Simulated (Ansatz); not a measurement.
## Yttrium, hcp: convergence with Fermi-Dirac smearing

Computed with Ansatz, r²SCAN, scalar-relativistic PAW, on the relaxed cell (a = 3.681 Å, c = 5.721 Å (c/a = 1.554); spin not included). Errors count from a run at 500 eV on a Γ-centred 16×16×9 mesh with Fermi-Dirac smearing of 0.1 eV, extrapolated to zero width. Fixed here: cutoff 500 eV, mesh 10×10×6. The SCF starts from atomic densities corrected by a trained network.

| width (eV) | E(σ→0) error (meV/atom) | F error (meV/atom) | P (GPa) | SCF iterations |
| --- | --- | --- | --- | --- |
| 0.01 | -0.4 | -0.6 | -0.28 | 6 |
| 0.03 | -0.2 | -2.6 | -0.23 | 6 |
| 0.1 | -0.2 | -29.0 | -0.01 | 6 |
| 0.2 | -8.7 | -108.8 | 0.28 | 6 |
| 0.3 | -20.0 | -228.4 | 0.67 | 6 |
| 1.0 | -237.1 | -2065.4 | 4.85 | 7 |

What does the run at 0.6 give (width)?

E(σ→0) error (meV/atom): -63.7; F error (meV/atom): -817.9; P (GPa): 2.31; SCF iterations: 6.
